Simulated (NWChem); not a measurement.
## Correlation energy of dimethylamine (C₂H₇N)

SMILES: CNC
```xyz
10

C      0.0184     0.2167    -1.2073
N     -0.1400    -0.5514     0.0000
C      0.0184     0.2167     1.2073
H      0.9861     0.7624    -1.2886
H     -0.7815     0.9733    -1.2786
H     -0.0754    -0.4361    -2.0886
H      0.5011    -1.3400     0.0000
H      0.9861     0.7624     1.2886
H     -0.0754    -0.4361     2.0886
H     -0.7815     0.9733     1.2786
```
Charge 0, spin multiplicity 1.

Everything below was run with NWChem. All single points use one geometry, from PBE0/def2-SVP, a minimum by its harmonic frequencies.

Basis set: cc-pVDZ. Each correlation energy counts from its own Hartree-Fock reference.

| method | correlation energy (mHa) | difference from CCSD(T) |
|---|---|---|
| RI-MP2 | -467.7 | +57.6 |
| MP2 | -467.7 | +57.5 |
| SCS-MP2 | -469.4 | +55.8 |
| CR-CCSD[T] | -522.4 | +2.8 |
| CR-CCSD(T) | -522.2 | +3.1 |
| CCSD | -511.8 | +13.4 |
| CCSD+T(CCSD) | -525.6 | -0.3 |
| CCSD(T) | -525.3 | 0.0 |

The values span 57.9 mHa, from CCSD+T(CCSD) (lowest) to RI-MP2 (highest). 

The correlated methods keep 3 core orbitals frozen. Coupled-cluster values serve here as a point of comparison, not as the truth.
